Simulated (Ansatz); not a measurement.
CsCl-type TlBr, treated with revPBE in Ansatz (PAW).

Numerical settings: plane-wave cutoff 520 eV, 8×8×8 k mesh, Fermi–Dirac smearing 0.01 eV, scalar-relativistic PAW data made under PBE.

Cell (relaxed at this level):

```yaml
crystal:
  lattice:
    - [4.15913, 0.00000, 0.00000]
    - [0.00000, 4.15913, 0.00000]
    - [0.00000, 0.00000, 4.15913]
  atoms:
    - { symbol: Tl, position: [0.00000, 0.00000, 0.00000] }
    - { symbol: Br, position: [0.50000, 0.50000, 0.50000] }
```

Task: Give the computed bulk modulus, band gap, Γ–Γ gap and pressure derivative B′ of the bulk modulus.

Result: 
- bulk modulus = 14.4 GPa
- band gap = 2.29 eV
- Γ–Γ gap = 7.61 eV
- pressure derivative B′ of the bulk modulus = 5.2

Measured, for comparison: band gap 2.68 eV (temperature not stated, no zero-point or thermal correction, detector crystals, literature values; as tabulated in Piasecki et al. (2022), doi:10.1039/d1ma01259b).

Note: the cell is over a tenth larger than the published one: the level's own overestimate first of all, though another phase or state, or a fault of the published cell, is possible.

Spin–orbit coupling is not included; with these elements it can move the gap by several tenths of an eV or more.

Computed values are for the static lattice.

Cost on a shared machine: about 24 core-seconds (a rough figure).

Ansatz is an electronic-structure program.
